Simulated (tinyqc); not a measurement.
Worked calculation: Hueckel theory of the pi electrons with the omega technique, for the molecule c1ccsc1 (SMILES; centres numbered as the heavy atoms are written). One step of it, computed by the program tinyqc.

Problem. Omega technique, round 1. h_r = h_r(0) + omega q_r, omega = 1, with q_r = z_r - P_rr.

Hueckel matrix in units of beta (H = alpha + beta A):
```
          1C        2C        3C        4S        5C
1C  0.000000  1.000000  0.000000  0.000000  1.000000
2C  1.000000  0.000000  1.000000  0.000000  0.000000
3C  0.000000  1.000000  0.000000  0.650000  0.000000
4S  0.000000  0.000000  0.650000  1.000000  0.650000
5C  1.000000  0.000000  0.000000  0.650000  0.000000
```

charge and bond-order matrix P:
```
           1C         2C         3C         4S         5C
1C   1.099007   0.546220  -0.101769  -0.230602   0.792658
2C   0.546220   1.099007   0.792658  -0.230602  -0.101769
3C  -0.101769   0.792658   1.050885   0.449078  -0.396329
4S  -0.230602  -0.230602   0.449078   1.700217   0.449078
5C   0.792658  -0.101769  -0.396329   0.449078   1.050885
```

Centres:

| centre | z_r, pi electrons of the neutral centre | h |
|---|---|---|
| 1C | 1 | 0.000000 |
| 2C | 1 | 0.000000 |
| 3C | 1 | 0.000000 |
| 4S | 2 | 1.000000 |
| 5C | 1 | 0.000000 |

Give: matrix after round 1.

Solution.

matrix after round 1:
```
         1C       2C       3C      4S       5C
1C  -0.0990   1.0000   0.0000  0.0000   1.0000
2C   1.0000  -0.0990   1.0000  0.0000   0.0000
3C   0.0000   1.0000  -0.0509  0.6500   0.0000
4S   0.0000   0.0000   0.6500  1.2998   0.6500
5C   1.0000   0.0000   0.0000  0.6500  -0.0509
```
